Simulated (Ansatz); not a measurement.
A nudged elastic band was laid between two geometries of AlFH₆Si (9 atoms, charge 0, multiplicity 1).

Computed with RKS PBE/def2-SVP (Ansatz).

| Item | Value |
| --- | --- |
| movable images | 5 |
| climbing image | yes |
| spring | 5.0 eV/Å² |
| optimiser | quadratic models (default) |
| start path | through a guess of the saddle point |
| force threshold | 0.05 eV/Å |
| iteration limit | 60 |
| end points | relaxed |

Initial state:

```xyz
9
Properties=species:S:1:pos:R:3
Al -0.619 -1.194 0.430
Si -0.262 0.973 -0.750
H -0.389 -2.526 -0.425
H -1.517 -1.147 1.753
H 1.333 0.112 0.623
F 1.245 -0.755 1.116
H -0.982 2.234 -0.346
H 1.173 1.259 -0.169
H 0.017 1.044 -2.231
```

Final state:

```xyz
9
Properties=species:S:1:pos:R:3
Al -0.243 -1.453 0.859
Si 0.158 1.261 -0.746
H -0.914 -2.004 -0.480
H -0.968 -0.536 1.945
H 0.812 0.081 -0.037
F 1.228 -2.151 1.313
H -1.326 1.057 -0.719
H 0.562 2.488 0.011
H 0.691 1.257 -2.146
```

**Question.** Which bonds break or form, and what moves?

**Answer.** Bonds broken: Al1–Si2, H5–F6. Bonds formed: Si2–H5. AlFH6Si becomes AlFH2 + H4Si.

**Question.** Give the energies along the band, and the barrier.

**Answer.** The run converged. The highest image is number 2 of 0 to 6, 0.243 eV above the first end and 1.514 eV above the last; the last end lies 1.271 eV below the first. A vibrational analysis at the climbing image gives 2 clearly imaginary modes (424i, 61i cm⁻¹): a point of higher order, so a lower path passes nearby. The orbitals stay closed-shell, which can raise the energy where a bond breaks towards radicals; this wasn't checked here.

```csv
image,path coordinate (Å),energy (eV),Al1–Si2 (Å),H5–F6 (Å),Si2–H5 (Å)
0,0.00,0.000,2.49,1.00,2.27
1,0.75,0.089,2.49,0.97,2.33
2,1.49,0.243,2.60,1.08,2.05
3,2.15,-0.666,2.88,1.72,1.60
4,2.82,-1.222,3.22,2.36,1.52
5,3.48,-1.267,3.22,2.63,1.52
6,4.14,-1.271,3.18,2.64,1.52
```

**Question.** What is the geometry of the highest image?

**Answer.** 
```xyz
9
Properties=species:S:1:pos:R:3:forces:R:3
Al -0.502 -1.190 0.509 0.02 0.01 0.02
Si 0.030 1.081 -0.644 0.01 -0.03 0.00
H -0.646 -2.364 -0.558 0.00 -0.01 -0.01
H -1.402 -0.988 1.809 0.00 0.00 0.00
H 1.156 -0.190 0.502 0.03 -0.03 0.04
F 1.376 -1.074 1.077 -0.04 0.04 -0.04
H -1.333 1.708 -0.470 -0.01 0.01 0.00
H 1.018 2.095 -0.109 0.00 0.01 0.01
H 0.303 0.922 -2.116 0.00 0.00 -0.01
```

Time of the run: 76 s on 2 threads of Arm Neoverse V1, with other jobs on the host, peak memory 0.14 GiB.
